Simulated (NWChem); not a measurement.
System: CH3O anion

Input file for NWChem:

```
start job
memory heap 200 mb stack 900 mb global 1100 mb
charge -1
geometry units angstroms
  C      0.000000     0.000000    -0.531977
  O      0.000000     0.000000     0.804146
  H      0.728450     0.728450    -1.028993
  H      0.266631    -0.995081    -1.028993
  H     -0.995081     0.266631    -1.028993
end
basis spherical
  * library def2-svp
end
dft
  xc xcamb88 1.00 lyp 0.81 vwn_5 0.19 hfexch 1.00
  cam 0.33 cam_alpha 0.19 cam_beta 0.46
  iterations 150
end
driver
  maxiter 120
end
task dft optimize
task dft freq
```

Excerpt of the output:

```
             Northwest Computational Chemistry Package (NWChem) 7.3.0
             --------------------------------------------------------

 C3V symmetry detected

                             Geometry "geometry" -> ""
                             -------------------------

 Output coordinates in angstroms (scale by  1.889725989 to convert to a.u.)

  No.       Tag          Charge          X              Y              Z
 ---- ---------------- ---------- -------------- -------------- --------------
    1 C                    6.0000     0.00000000     0.00000000    -0.54105506
    2 O                    8.0000     0.00000000     0.00000000     0.79506794
    3 H                    1.0000     0.72844988     0.72844988    -1.03807106
    4 H                    1.0000     0.26663116    -0.99508104    -1.03807106
    5 H                    1.0000    -0.99508104     0.26663116    -1.03807106

 Effective nuclear repulsion energy (a.u.)      34.2676543436

      Symmetry information
      --------------------

 Group name             C3v
 Group number             17
 Group order               6
 No. of unique centers     3

                                Z-matrix (autoz)
                                --------

 Units are Angstrom for bonds and degrees for angles

      Type          Name      I     J     K     L     M      Value
      ----------- --------  ----- ----- ----- ----- ----- ----------
    1 Stretch                  1     2                       1.33612
    2 Stretch                  1     3                       1.14381
    3 Stretch                  1     4                       1.14381
    4 Stretch                  1     5                       1.14381
    5 Bend                     2     1     3               115.75516
    6 Bend                     2     1     4               115.75516
    7 Bend                     2     1     5               115.75516
    8 Bend                     3     1     4               102.51999
    9 Bend                     3     1     5               102.51999
   10 Bend                     4     1     5               102.51999

                           NWChem Geometry Optimization
                           ----------------------------

[...]

      ----------------------
      Optimization converged
      ----------------------

  Step       Energy      Delta E   Gmax     Grms     Xrms     Xmax
  ---- ---------------- -------- -------- -------- -------- --------
@    4    -114.93557278 -8.3D-08  0.00001  0.00000  0.00026  0.00051
                                     ok       ok       ok       ok

                                Z-matrix (autoz)
                                --------

 Units are Angstrom for bonds and degrees for angles

      Type          Name      I     J     K     L     M      Value     Gradient
      ----------- --------  ----- ----- ----- ----- ----- ---------- ----------
    1 Stretch                  1     2                       1.29156    0.00001
    2 Stretch                  1     3                       1.17035   -0.00000
    3 Stretch                  1     4                       1.17035   -0.00000
    4 Stretch                  1     5                       1.17035   -0.00000
    5 Bend                     2     1     3               118.34653   -0.00000
    6 Bend                     2     1     4               118.34653   -0.00000
    7 Bend                     2     1     5               118.34653   -0.00000
    8 Bend                     3     1     4                99.31389    0.00000
    9 Bend                     3     1     5                99.31389    0.00000
   10 Bend                     4     1     5                99.31389    0.00000

                         Geometry "geometry" -> "geometry"
                         ---------------------------------

 Output coordinates in angstroms (scale by  1.889725989 to convert to a.u.)

[...]

 Rotational Constants
 --------------------
 A=   5.255382 cm-1  (  7.561153 K)
 B=   0.957426 cm-1  (  1.377491 K)
 C=   0.957426 cm-1  (  1.377491 K)

 Temperature                      =   298.15K
 frequency scaling parameter      =   1.0000

 Zero-Point correction to Energy  =   21.665 kcal/mol  (  0.034525 au)
 Thermal correction to Energy     =   23.478 kcal/mol  (  0.037415 au)
 Thermal correction to Enthalpy   =   24.070 kcal/mol  (  0.038358 au)

 Total Entropy                    =   52.618 cal/mol-K
   - Translational                =   36.213 cal/mol-K (mol. weight =  31.0184)
   - Rotational                   =   16.265 cal/mol-K (symmetry #  =        3)
   - Vibrational                  =    0.141 cal/mol-K

 Cv (constant volume heat capacity) =    6.738 cal/mol-K
   - Translational                  =    2.979 cal/mol-K
   - Rotational                     =    2.979 cal/mol-K
   - Vibrational                    =    0.779 cal/mol-K

[normal modes left out]

 ----------------------------------------------------------------------------
 Normal Eigenvalue ||           Projected Infra Red Intensities
  Mode   [cm**-1]  || [atomic units] [(debye/angs)**2] [(KM/mol)] [arbitrary]
 ------ ---------- || -------------- ----------------- ---------- -----------
    1       -0.000 ||    0.010184           0.235         9.928       0.418
    2       -0.000 ||    0.010027           0.231         9.775       0.412
    3        0.000 ||    0.022581           0.521        22.013       0.928
    4        0.000 ||    0.022700           0.524        22.129       0.932
    5        0.000 ||    0.032778           0.756        31.953       1.346
    6        0.000 ||    0.000016           0.000         0.016       0.001
    7     1234.025 ||    0.015669           0.362        15.275       0.644
    8     1234.025 ||    0.015669           0.362        15.275       0.644
    9     1319.976 ||    0.211313           4.875       205.998       8.680
   10     1408.681 ||    0.128097           2.955       124.875       5.262
   11     1408.681 ||    0.128097           2.955       124.875       5.262
   12     1577.502 ||    0.308797           7.124       301.030      12.684
   13     2249.719 ||    1.108551          25.575      1080.670      45.535
   14     2249.719 ||    1.108551          25.575      1080.670      45.535
   15     2479.812 ||    0.528697          12.197       515.400      21.717
 ----------------------------------------------------------------------------
```

Level: CAM-B3LYP/def2-SVP. Sets without diffuse functions describe the anion's extra electron poorly. The highest occupied level is positive, so the extra electron may be held by the finite basis.
